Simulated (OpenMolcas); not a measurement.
HBS (hydrogen boron sulfide): methods side by side

HBS has 3 atoms, charge 0, and is taken as a singlet. SMILES: `B=S`. The coordinates come from a PBE0-D4/def2-TZVP relaxation.

```xyz
3

B    -0.0387   -0.0146    0.1348
S     0.3992    0.1476   -1.3933
H    -0.3605   -0.1331    1.2585
```

Quantity: the energy change with the B1–S2 bond stretched from 1.598 to 2.796 Å, in eV. The values are calculated.

```csv
level,kind,program,value (eV)
r2SCAN/STO-3G (restricted),meta-GGA,OpenMolcas,9.60
B3LYP/STO-3G (restricted),global hybrid,OpenMolcas,?
M06-2X/STO-3G (restricted),hybrid meta-GGA,OpenMolcas,9.65
PBE0/STO-3G (restricted),global hybrid,OpenMolcas,9.76
"CASPT2(2,2)/STO-3G",multireference,OpenMolcas,9.71
"CASSCF(2,2)/STO-3G",multireference,OpenMolcas,?
"MRCI(2,2)/STO-3G",multireference,OpenMolcas,9.79
CISD/STO-3G (restricted),coupled cluster or CI,OpenMolcas,8.65
FCI/STO-3G,exact in the basis,OpenMolcas,8.29
```

(1) Estimate what the levels marked ? give.

## Answers

(1) As computed at these levels: B3LYP/STO-3G (restricted): 9.32 eV; CASSCF(2,2)/STO-3G: 8.55 eV. The first shape isn't each level's own minimum. The values span 8.29 to 9.79 eV. All rows use very small basis sets, so even the best lies far from the true value.
